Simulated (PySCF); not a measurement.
C4H10P2.
Numbering: `[CH3:1]/[CH:2]=[CH:3]\[P:4]([CH3:5])[PH2:6]` (hydrogens: H7, H8, H9 on C1; H10 on C2; H11 on C3; H12, H13, H14 on C5; H15, H16 on P6)

Geometry (GFN2-xTB, Å), atoms numbered from 1 in this order:
```xyz
16
C4H10P2 angstrom
C      2.4062    0.4300   -0.0897
C      1.5326   -0.4575   -0.9045
C      0.2609   -0.7257   -0.6343
P     -0.6292   -0.0620    0.8106
C     -2.1377   -1.1331    0.6916
P     -1.4500    1.6962   -0.1874
H      3.3422   -0.0735    0.1492
H      1.9025    0.7101    0.8348
H      2.6515    1.3340   -0.6482
H      1.9957   -0.8944   -1.7820
H     -0.3051   -1.3915   -1.2756
H     -2.5564   -1.1223   -0.3142
H     -2.8854   -0.7724    1.3968
H     -1.8660   -2.1515    0.9660
H     -1.9931    2.1974    0.9939
H     -0.2763    2.4251   -0.0184
```

Computed with PySCF, TDDFT wB97X-D/def2-SVPD, vertical, gas phase, core orbitals frozen in the response.

Frontier orbitals with the atoms that hold most of them (Löwdin shares over 4%, at most four atoms; ? is withheld):

```
orbital  ε (eV)                           atoms
 LUMO+2    2.51  P6 32%, H16 15%, P4 12%, C1 8%
 LUMO+1    2.03   P6 25%, P4 15%, C3 10%, C5 9%
   LUMO    1.34  C2 23%, P6 20%, C3 19%, P4 16%
   HOMO       ?                               ?
 HOMO-1   -9.38                               ?
 HOMO-2  -10.31    P6 37%, P4 26%, C3 9%, C5 5%
 HOMO-3  -11.20  P4 20%, P6 19%, C3 16%, C2 10%
```

(1) Give the leading atoms of the HOMO-1.

(2) Give the leading atoms of the HOMO.

(3) What is the HOMO energy, and the HOMO–LUMO gap?

Answers

(1) C3 (bonded to C, P and H) 30%; C2 (bonded to 2 C and H) 25%; P6 (bonded to P and 2 H) 15%; C1 (bonded to C and 3 H) 6%. By element: carbon 61% or more, phosphorus 15% or more.

(2) P4 (bonded to 2 C and P) 44%; P6 (bonded to P and 2 H) 26%; C3 (bonded to C, P and H) 8%; C5 (bonded to P and 3 H) 6%. By element: phosphorus 70%, carbon 14% or more.

(3) ε(HOMO) = -7.92 eV; the gap is 9.26 eV (0.3404 hartree).

Q: The HOMO–LUMO gap is 9.26 eV. Where does the response calculation put the lowest singlet, and from which orbitals?

A: S1 is at 5.01 eV (f = 0.096), 4.25 eV below the gap, made of HOMO→LUMO (95%). Without the coupling terms of the response equations the lowest excitation would equal the gap.

Q: Give energy, strength and leading configuration of S1, S2 and S5, and follow the Löwdin shares of the leading atoms from the occupied to the empty orbital.

A: 
- S1 (5.01 eV, f 0.096), HOMO→LUMO (95%): P4 44% → 16%, P6 26% → 20%, C2 at most 6% → 23%
- S2 (5.75 eV, f 0.068), HOMO→LUMO+1 (90%): P4 44% → 15%, P6 26% → 25%
- S5 (6.66 eV, f 0.236), HOMO-1→LUMO (88%): C3 30% → 19%, C2 25% → 23%, P6 15% → 20%

One conformer stands for the species.
